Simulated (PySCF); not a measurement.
# PH3 (phosphine) at 6 levels

We compute a comparison of 6 runs (HF/3-21G, B3LYP/6-31G*, B3LYP/aug-cc-pVTZ, PBE/aug-cc-pVTZ, PBE0/aug-cc-pVTZ, revPBE/aug-cc-pVTZ) of PH3 (phosphine). 

The calculation is run with PySCF 2.14.0.

2 further runs of the same task are left out: 2 set aside as unsound or not needed. Runs told in other sessions of the task aren't counted.

**1. The molecule**

The species is PH3 (4 atoms), meant as a singlet with charge 0. SMILES: `P`. The coordinates come from a PBE0-D4/def2-TZVP relaxation.

Bond lengths: P1–H2 1.420 Å, P1–H3 1.420 Å, P1–H4 1.420 Å. Angles: H2–P1–H3 93.1°, H2–P1–H4 93.1°, H3–P1–H4 93.1°.

**2. A single-point energy at HF/3-21G (run 1)**

Contents of job.py:

```python
from pyscf import gto

molecule = gto.M(
    atom=[
    ('P', (0.346000, -0.326500, -0.332800)),
    ('H', (0.630900, -0.034000, 1.027000)),
    ('H', (-1.005500, -0.663000, -0.057200)),
    ('H', (0.028700, 1.023500, -0.636900)),
],
    verbose=4,
    spin=0,
    basis='3-21g',
    max_memory=1860,
)

hf = molecule.RHF()
hf.conv_tol = 1e-10
hf.kernel()
if not hf.converged:
    hf = hf.newton().run(hf.mo_coeff, hf.mo_occ)

energy = hf.e_tot
print('E = %.10f Eh' % energy)
```

The run is started by

```
$ OMP_NUM_THREADS=1 python job.py
```

The log of the run:

```text
PySCF version 2.14.0

[INPUT] num. atoms = 4
[INPUT] num. electrons = 18
[INPUT] charge = 0
[INPUT] spin (= nelec alpha-beta = 2S) = 0
[INPUT] symmetry False subgroup None
[INPUT] Mole.unit = angstrom
[INPUT] Symbol           X                Y                Z      unit          X                Y                Z       unit  Magmom
[INPUT]  1 P      0.346000000000  -0.326500000000  -0.332800000000 AA    0.653845239100  -0.616995579670  -0.628900854255 Bohr   0.0
[INPUT]  2 H      0.630900000000  -0.034000000000   1.027000000000 AA    1.192228211988  -0.064250688235   1.940748729928 Bohr   0.0
[INPUT]  3 H     -1.005500000000  -0.663000000000  -0.057200000000 AA   -1.900119618250  -1.252888420587  -0.108092334325 Bohr   0.0
[INPUT]  4 H      0.028700000000   1.023500000000  -0.636900000000 AA    0.054235139775   1.934134688492  -1.203566568735 Bohr   0.0

nuclear repulsion = 17.5426218499292
number of shells = 13
number of NR pGTOs = 36
number of NR cGTOs = 19
basis = 3-21g
ecp = {}

******** <class 'pyscf.scf.hf.RHF'> ********
method = RHF
initial guess = minao
damping factor = 0
level_shift factor = 0
DIIS = <class 'pyscf.scf.diis.CDIIS'>
diis_start_cycle = 1
diis_space = 8
diis_damp = 0
SCF conv_tol = 1e-10
SCF conv_tol_grad = None
SCF max_cycles = 50
direct_scf = True
direct_scf_tol = 1e-13
Set gradient conv threshold to 1e-05
Initial guess from minao.
init E= -340.234128688221
  HOMO = -0.30088857124982  LUMO = 0.125739146633057  gap/eV = 11.60913
cycle= 1 E= -340.693557422061  delta_E= -0.459  |g|= 0.128  |ddm|= 1.46
  HOMO = -0.380798406806696  LUMO = 0.173713901046145  gap/eV = 15.08905
cycle= 2 E= -340.703265880629  delta_E= -0.00971  |g|= 0.0257  |ddm|= 0.254
  HOMO = -0.389025803112173  LUMO = 0.176960384401086  gap/eV = 15.40127
cycle= 3 E= -340.703733518943  delta_E= -0.000468  |g|= 0.00562  |ddm|= 0.0763
  HOMO = -0.38761734589539  LUMO = 0.178251199143658  gap/eV = 15.39807
cycle= 4 E= -340.703758007685  delta_E= -2.45e-05  |g|= 0.00152  |ddm|= 0.0173
  HOMO = -0.388380633034175  LUMO = 0.177916807378959  gap/eV = 15.40974
cycle= 5 E= -340.703759687941  delta_E= -1.68e-06  |g|= 0.000287  |ddm|= 0.0047
  HOMO = -0.388383524023365  LUMO = 0.177938988087335  gap/eV = 15.41042
cycle= 6 E= -340.703759768038  delta_E= -8.01e-08  |g|= 3.02e-05  |ddm|= 0.0013
  HOMO = -0.388375224395787  LUMO = 0.177941923742355  gap/eV = 15.41027
cycle= 7 E= -340.703759768782  delta_E= -7.44e-10  |g|= 3.23e-06  |ddm|= 0.000164
  HOMO = -0.388375299636065  LUMO = 0.177941678624835  gap/eV = 15.41027
cycle= 8 E= -340.70375976879  delta_E= -8.13e-12  |g|= 3.59e-07  |ddm|= 1.38e-05
  HOMO = -0.388375212436411  LUMO = 0.177941672405489  gap/eV = 15.41027
Extra cycle  E= -340.70375976879  delta_E= 1.14e-13  |g|= 1.13e-07  |ddm|= 9.18e-07
converged SCF energy = -340.70375976879
E = -340.7037597688 Eh
```

Run time: 0.58 s. Hardware: 1 thread of Arm Neoverse V2, shared host; peak memory 0.12 GiB.

**3. A single-point energy at B3LYP/6-31G(d) (spherical functions) (run 2)**

Contents of calc.py:

```python
from pyscf import gto, dft

mol = gto.Mole()
mol.atom = '''
P      0.653845    -0.616996    -0.628901
H      1.192228    -0.064251     1.940749
H     -1.900120    -1.252888    -0.108092
H      0.054235     1.934135    -1.203567
'''
mol.basis = '6-31g*'
mol.max_memory = 1860
mol.unit = 'bohr'
mol.verbose = 4
mol.build()

ks = dft.RKS(mol)
ks.xc = 'b3lyp'
ks.grids.level = 5
ks.conv_tol = 1e-10
ks.kernel()
if not ks.converged:
    ks = ks.newton().run(ks.mo_coeff, ks.mo_occ)

e_final = ks.e_tot
print(f'total energy: {e_final:.8f} hartree')
```

The run is started by

```
$ OMP_NUM_THREADS=1 python calc.py
```

The log of the run:

```text
PySCF version 2.14.0

[INPUT] num. atoms = 4
[INPUT] num. electrons = 18
[INPUT] charge = 0
[INPUT] spin (= nelec alpha-beta = 2S) = 0
[INPUT] symmetry False subgroup None
[INPUT] Mole.unit = bohr
[INPUT] Symbol           X                Y                Z      unit          X                Y                Z       unit  Magmom
[INPUT]  1 P      0.345999873474  -0.326500222429  -0.332800077125 AA    0.653845000000  -0.616996000000  -0.628901000000 Bohr   0.0
[INPUT]  2 H      0.630899887821  -0.034000164979   1.027000142916 AA    1.192228000000  -0.064251000000   1.940749000000 Bohr   0.0
[INPUT]  3 H     -1.005500202013  -0.662999777435  -0.057199823083 AA   -1.900120000000  -1.252888000000  -0.108092000000 Bohr   0.0
[INPUT]  4 H      0.028699926034   1.023500164843  -0.636900228215 AA    0.054235000000   1.934135000000  -1.203567000000 Bohr   0.0

nuclear repulsion = 17.5426193037272
number of shells = 14
number of NR pGTOs = 63
number of NR cGTOs = 24
basis = 6-31g*
ecp = {}

******** <class 'pyscf.dft.rks.RKS'> ********
method = RKS
initial guess = minao
damping factor = 0
level_shift factor = 0
DIIS = <class 'pyscf.scf.diis.CDIIS'>
diis_start_cycle = 1
diis_space = 8
diis_damp = 0
SCF conv_tol = 1e-10
SCF conv_tol_grad = None
SCF max_cycles = 50
direct_scf = True
direct_scf_tol = 1e-13
XC library pyscf.dft.libxc version 7.0.0
    S. Lehtola, C. Steigemann, M. J.T. Oliveira, and M. A.L. Marques.,  SoftwareX 7, 1–5 (2018)
XC functionals = b3lyp
    P. J. Stephens, F. J. Devlin, C. F. Chabalowski, and M. J. Frisch.,  J. Phys. Chem. 98, 11623 (1994)
radial grids:
    Treutler-Ahlrichs [JCP 102, 346 (1995); DOI:10.1063/1.469408] (M4) radial grids

becke partition: Becke, JCP 88, 2547 (1988); DOI:10.1063/1.454033
pruning grids: <function nwchem_prune>
grids dens level: 5
symmetrized grids: False
atomic radii adjust function: <function treutler_atomic_radii_adjust>
small_rho_cutoff = 0
Set gradient conv threshold to 1e-05
[... 1 set-up line as earlier in the session ...]
tot grids = 114208
init E= -342.964816110801
  HOMO = -0.296442794653285  LUMO = -0.00491383470995616  gap/eV = 7.93291
cycle= 1 E= -343.134452964643  delta_E= -0.17  |g|= 0.0822  |ddm|= 1.53
  HOMO = -0.256972419340679  LUMO = 0.0430638050882798  gap/eV = 8.16440
cycle= 2 E= -343.13569784342  delta_E= -0.00124  |g|= 0.0737  |ddm|= 0.272
  HOMO = -0.275400289814584  LUMO = 0.032836304272245  gap/eV = 8.38754
cycle= 3 E= -343.137773451866  delta_E= -0.00208  |g|= 0.00207  |ddm|= 0.111
  HOMO = -0.276153490626238  LUMO = 0.0325307484011524  gap/eV = 8.39973
cycle= 4 E= -343.137774998666  delta_E= -1.55e-06  |g|= 0.0003  |ddm|= 0.00351
  HOMO = -0.27614327223895  LUMO = 0.0325216254878653  gap/eV = 8.39920
cycle= 5 E= -343.137775028316  delta_E= -2.96e-08  |g|= 9.35e-05  |ddm|= 0.000551
  HOMO = -0.276140112902436  LUMO = 0.0325302576512528  gap/eV = 8.39935
cycle= 6 E= -343.137775031511  delta_E= -3.2e-09  |g|= 2.48e-06  |ddm|= 0.000133
  HOMO = -0.276140786728644  LUMO = 0.0325293775729803  gap/eV = 8.39934
cycle= 7 E= -343.137775031514  delta_E= -2.67e-12  |g|= 2.45e-07  |ddm|= 5.07e-06
  HOMO = -0.276140734796861  LUMO = 0.0325294462999314  gap/eV = 8.39934
Extra cycle  E= -343.137775031514  delta_E= 5.68e-14  |g|= 1.23e-07  |ddm|= 6.21e-07
converged SCF energy = -343.137775031514
total energy: -343.13777503 hartree
```

Run time: 1.8 s. Hardware: 1 thread of Arm Neoverse V2, shared host; peak memory 0.19 GiB.

Runs 3 to 5 aren't shown in full; the table further down has their settings and results.

**4. The energy at revPBE/aug-cc-pVTZ (run 6)**

Contents of input.xyz:

```xyz
4
H3P
P      0.346000    -0.326500    -0.332800
H      0.630900    -0.034000     1.027000
H     -1.005500    -0.663000    -0.057200
H      0.028700     1.023500    -0.636900
```

Contents of input.py:

```python
from pyscf import gto, dft

mol = gto.M(
    atom='input.xyz',
    charge=0,
    max_memory=1860,
    spin=0,
    verbose=3,
    basis='aug-cc-pvtz',
)

mf = dft.RKS(mol)
mf.xc = 'revpbe'
mf.conv_tol = 1e-10
mf.grids.level = 5
mf.kernel()
if not mf.converged:
    mf = mf.newton().run(mf.mo_coeff, mf.mo_occ)

e_final = mf.e_tot
print(f'total energy: {e_final:.8f} hartree')
```

The run is started by

```
$ OMP_NUM_THREADS=1 python input.py
```

The log of the run:

```text
converged SCF energy = -343.090736356141
total energy: -343.09073636 hartree
```

Run time: 7.8 s. Hardware: 1 thread of Arm Neoverse V2, shared host; peak memory 0.62 GiB.

**5. All runs side by side**

| run | level | integration grid | energy (Eh) | dipole moment (D) | HOMO energy (eV) | LUMO energy (eV) | wall time |
| --- | --- | --- | --- | --- | --- | --- | --- |
| 1 | HF/3-21G | – | -340.703760 | 1.17 | -10.57 | 4.84 | 0.58 s |
| 2 | B3LYP/6-31G* (spherical functions) | 5 | -343.137775 | 0.96 | -7.51 | 0.89 | 1.8 s |
| 3 | B3LYP/aug-cc-pVTZ | 5 | -343.180537 | 0.58 | -7.69 | -0.44 | 8.7 s |
| 4 | PBE/aug-cc-pVTZ | 5 | -342.986575 | 0.63 | -6.73 | -0.65 | 7.8 s |
| 5 | PBE0/aug-cc-pVTZ | 5 | -343.020223 | 0.66 | -7.89 | -0.18 | 8.7 s |
| 6 | revPBE/aug-cc-pVTZ | 5 | -343.090736 | 0.63 | -6.70 | -0.69 | 7.8 s |

**6. What came out**

```
            quantity          value
 run 6: total energy  -343.09074 Eh
run 6: dipole moment         0.63 D
  run 6: HOMO energy       -6.70 eV
  run 6: LUMO energy       -0.69 eV
run 6: HOMO–LUMO gap        6.01 eV
```

The dipole moment (its size) runs from 0.58 D (B3LYP/aug-cc-pVTZ) to 1.17 D (HF/3-21G). The two ends differ in method and basis. The HOMO–LUMO gap runs from 6.01 eV (revPBE/aug-cc-pVTZ) to 15.41 eV (HF/3-21G). Totals of different functionals can't be ranked against each other. All runs together took 35 s, the longest 8.7 s.
